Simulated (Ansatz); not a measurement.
The pair A = C2H4 (SMILES C=C) (first 6 atoms), B = NH3 (SMILES N); geometry from A24 set.
(charge 0, multiplicity 1):
```xyz
10

C      0.000    -0.597     1.587
C      0.000     0.683     1.205
H      0.923     1.224     1.041
H     -0.923     1.224     1.041
H     -0.924    -1.137     1.751
H      0.924    -1.137     1.751
N      0.000    -0.004    -2.311
H     -0.811    -0.460    -2.710
H      0.000    -0.222    -1.321
H      0.811    -0.460    -2.710
```

Cores are frozen in the correlated methods. MP2 and its Hartree–Fock in aug-cc-pVQZ are density fitted.

Run with Ansatz (a quantum-chemistry and plane-wave program). Each number belongs to the level named beside it.

Total energies (hartree), monomers frozen at their geometry in the pair:

| structure | HF/aug-cc-pVDZ | MP2/aug-cc-pVQZ | CCSD(T)/aug-cc-pVDZ |
|---|---|---|---|
| AB | -134.2492757 | -134.9077517 | -134.7971045 |
| A in the pair's basis | -78.0437961 | -78.4276361 | -78.3696875 |
| B in the pair's basis | -56.2054751 | -56.4777616 | -56.4256700 |
| A | -78.0435398 | -78.4274994 | -78.3687198 |
| B | -56.2053618 | -56.4776910 | -56.4252601 |

Task: Work out the interaction energy without and with the counterpoise correction, and the superposition error, for each level.

Result: 
E(AB) − E(A) − E(B), times 627.509 kcal/mol, with the monomers in their own basis and then in the pair's basis:
- HF/aug-cc-pVDZ: -0.23 uncorrected, 0.00 corrected; the monomers gain 0.23 kcal/mol from borrowed functions
- MP2/aug-cc-pVQZ: -1.61 uncorrected, -1.48 corrected; the monomers gain 0.13 kcal/mol from borrowed functions
- CCSD(T)/aug-cc-pVDZ: -1.96 uncorrected, -1.10 corrected; the monomers gain 0.86 kcal/mol from borrowed functions
